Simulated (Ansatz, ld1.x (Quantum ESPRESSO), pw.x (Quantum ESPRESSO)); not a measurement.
**H: does the ultrasoft potential hold in the solid?**

ld1.x (Quantum ESPRESSO) 7.5 input, shortened:

```
&input
   title='H', zed=1., rel=1, dft='PW', iswitch=3,
   config='1s1 2p-2'
 /
 &inputp
   pseudotype=3, tm=.true., lloc=-1, rcloc=1.55,
   nlcc=.false.,
   which_augfun='PSQ', rmatch_augfun_nc=.true.
 /
3
1S  1  0   1.00   0.00  1.30  1.65  0.0
1S  1  0   0.00   0.40  1.30  1.65  0.0
2P  2  1  -2.00   0.15  1.00  1.30  0.0
 &test
   configts(1)='1s1'
 /
```

Atomic tests: cutoffs needed: 10 Ry and 15 Ry (the cutoffs (Ry, on a coarse ladder) from which the occupation-weighted sum of valence levels, in a spherical-Bessel basis at the reference potential, stays within 10 and 1 mRy of its value at 400 Ry); ghost test: no extra level below or beside the all-electron valence levels (s, p, d, f tested) (spherical-Bessel basis up to 400 Ry, 20 bohr box); configuration tests: test run stopped at test 1 of 3 (negative rho).

Crystal test: sc H in pw.x 7.5, no spin, 18³ k-points, Fermi–Dirac smearing 0.01 Ry, cutoffs 40/400 Ry. The reference is all-electron LAPW (Ansatz 0.2.0) with the same functional, mesh and smearing; V0 and B0 come from Birch–Murnaghan fits to the pressures at five volumes. Errors are pseudo minus all-electron; Δ is the rms difference of the E(V) curves that follow from these fits, minima aligned, over ±6 % about the mean V0. Mesh and smearing are coarse, so the numbers serve the comparison and aren't converged zero-temperature values; the lattice is a test structure that the element need not adopt.

| V (Å³/atom) | P all-electron (GPa) | P pseudo (GPa) |
| --- | --- | --- |
| 2.841 | 7.52 | 4.67 |
| 2.915 | 4.24 | 1.58 |
| 2.990 | 1.28 | -1.21 |
| 3.065 | -1.38 | -3.71 |
| 3.139 | -3.78 | -5.97 |

All-electron: a0 = 1.446 Å (V0 = 3.02 Å³/atom), B0 = 108.1 GPa.

Pseudopotential: mean pressure error (GPa): -2.50; a0 (Å): 1.435; a0 error (%): -0.76; B0 error (%): +1.2; Δ (meV/atom): 1.6. The largest radius (1.65 bohr) exceeds half the bond length (1.36 bohr), so the spheres overlap, which is one possible source of error among others. This is a poor potential for the solid. Atomic configuration tests: test run stopped at test 1 of 3 (negative rho).

Task: At the middle volume, how do free energy and pressure move when the wave cutoff is lowered (ecutrho held at 400 Ry)?

Result:

```json
{"cutoff (Ry)": "18", "shift of F (meV/atom)": "+49.1", "shift of P (GPa)": "-0.94"}
{"cutoff (Ry)": "24", "shift of F (meV/atom)": "+21.2", "shift of P (GPa)": "-1.49"}
{"cutoff (Ry)": "32", "shift of F (meV/atom)": "+2.4", "shift of P (GPa)": "-0.47"}
```

The 8 pw.x runs together took about 30 s on one core of a shared server CPU.
